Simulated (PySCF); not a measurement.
# Frontier orbitals and the lowest excitations

Compound: C₃H₅NO₂.
SMILES with atom numbers: `[NH2:1][C:2](=[O:3])[CH2:4][CH:5]=[O:6]` (hydrogens: H7, H8 on N1; H9, H10 on C4; H11 on C5)

Cartesian coordinates in Å at the PBE0-D3(BJ)/def2-SVP level; atoms count from 1:
```xyz
11
C3H5NO2 angstrom
N      1.434   -0.311    0.916
C      0.949   -0.493   -0.332
O      1.565   -1.008   -1.240
C     -0.453    0.063   -0.580
C     -1.432    0.171    0.553
O     -1.153    0.211    1.726
H      0.803   -0.032    1.662
H      2.339   -0.712    1.127
H     -0.336    1.088   -0.981
H     -0.895   -0.512   -1.407
H     -2.501    0.244    0.233
```

Computed with TDDFT PBE0/def2-SVPD, vertical, gas phase, core orbitals frozen in the response in PySCF.

Frontier orbitals with the atoms that hold most of them (Löwdin shares over 4%, at most four atoms; ? is withheld):

| orbital | ε (eV) | atoms |
| --- | --- | --- |
| HOMO-3 | -10.84 | C4 20%, O6 18%, O3 14%, C2 12% |
| HOMO-2 | -8.45 | O6 53%, C5 12%, C4 8%, O3 8% |
| HOMO-1 | -8.06 | ? |
| HOMO | -7.62 | O3 62%, C2 9%, C4 9%, N1 6% |
| LUMO | ? | ? |
| LUMO+1 | 0.18 | C2 27%, O3 19%, C4 13%, H9 11% |
| LUMO+2 | 0.71 | C5 19%, C2 14%, H10 13%, C4 13% |

(1) Which atoms hold the HOMO-1, and with what shares?

(2) Give the leading atoms of the LUMO.

(3) What is the LUMO energy, and the HOMO–LUMO gap?

Results:

(1) N1 (bonded to C and 2 H) 42%; O3 (bonded to C) 37%; C2 (bonded to C, N and O) 11%.

(2) C5 (bonded to C, O and H) 43%; O6 (bonded to C) 34%; C4 (bonded to 2 C and 2 H) 9%; H11 (bonded to C) 6%. By element: carbon 52% or more, oxygen 34% or more, hydrogen 6% or more.

(3) ε(LUMO) = -1.49 eV; the gap is 6.13 eV (0.2252 hartree).

How does S1 compare with the orbital gap of 6.13 eV?

S1 is at 4.37 eV (f = 0.0009), 1.76 eV below the gap, made of HOMO-2→LUMO (59%), HOMO→LUMO (38%). Its leading pair isn't HOMO and LUMO; the energies of that pair differ by 6.96 eV. Without the coupling terms of the response equations the lowest excitation would equal the gap.

Give energy, strength and leading configuration of S3 and S4, and follow the Löwdin shares of the leading atoms from the occupied to the empty orbital.

- S3 (5.48 eV, f 0.0006), HOMO-1→LUMO (94%): N1 42% → at most 6%, O3 37% → at most 6%, C5 at most 4% → 43%, O6 at most 4% → 34%
- S4 (5.73 eV, f 0.0014), HOMO→LUMO+1 (78%): O3 62% → 19%, C2 9% → 27%

Löwdin shares depend on the basis, the more so with diffuse functions.

Hardware: one thread, Arm Neoverse V1 (shared host). Cost: 2.6 min of wall time.

One conformer stands for the species.
